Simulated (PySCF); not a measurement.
## Complexes of chlorine

Gas-phase complexes of chlorine, each in one structure from a short search with a few starts, optimised by PBE0-D3(BJ)/def2-SVPD or PBE0-D3(BJ)/def2-TZVPD; other ways of binding may lie lower. Energies in kcal/mol, wB97M-D3(BJ)/def2-TZVPD, counterpoise-corrected (PySCF): interaction is complex less parts frozen as they stand in it, binding adds what it costs to deform them. Contacts are written partner···chlorine; electrostatic, Pauli and orbital are terms of the uncorrected same energy, whose rest is dispersion or correlation.

2 other partners are left out, for which the search missed the form known or expected to bind best.

Frequency runs check only 6 of the 8 structures; an imaginary mode is left, so that the point isn't a minimum, in the complex with water (172i cm⁻¹), the complex with acetonitrile (20i cm⁻¹). 1 further partner within 0.25 kcal/mol of a listed one is not ranked.

Problem. Order these partners of chlorine by binding energy, strongest first: fluoride, formaldehyde, bromide, acetonitrile, chloride, water, methylamine, ethylene.

Solution. fluoride (-37.6), chloride (-21.2), bromide (-18.8), methylamine (-3.9), formaldehyde (-2.7), water (-2.3), ethylene (-2.0), acetonitrile (-1.6).
```json
{"partner": "fluoride", "contact": "F···Cl", "distance (Å)": "1.86", "binding": "-37.6", "interaction": "-51.3", "electrostatic": "-92.4", "Pauli": "151.2", "orbital": "-109.9"}
{"partner": "chloride", "contact": "Cl···Cl", "distance (Å)": "2.29", "binding": "-21.2", "interaction": "-36.0", "electrostatic": "-63.5", "Pauli": "110.0", "orbital": "-81.9"}
{"partner": "bromide", "contact": "Br···Cl", "distance (Å)": "2.43", "binding": "-18.8", "interaction": "-34.7", "electrostatic": "-58.4", "Pauli": "101.1", "orbital": "-76.7"}
{"partner": "methylamine", "contact": "N···Cl", "distance (Å)": "2.30", "binding": "-3.9", "interaction": "-9.4", "electrostatic": "-35.4", "Pauli": "55.7", "orbital": "-28.4"}
{"partner": "formaldehyde", "contact": "O···Cl", "distance (Å)": "2.66", "binding": "-2.7", "interaction": "-2.7", "electrostatic": "-7.0", "Pauli": "8.8", "orbital": "-3.6"}
{"partner": "water", "contact": "O···Cl", "distance (Å)": "2.77", "binding": "-2.3", "interaction": "-2.3", "electrostatic": "-4.5", "Pauli": "4.7", "orbital": "-2.0"}
{"partner": "ethylene", "contact": "C···Cl", "distance (Å)": "2.93", "binding": "-2.0", "interaction": "-2.1", "electrostatic": "-7.8", "Pauli": "12.1", "orbital": "-5.1"}
{"partner": "acetonitrile", "contact": "N···Cl", "distance (Å)": "2.73", "binding": "-1.6", "interaction": "-2.0", "electrostatic": "-5.9", "Pauli": "8.3", "orbital": "-3.5"}
```
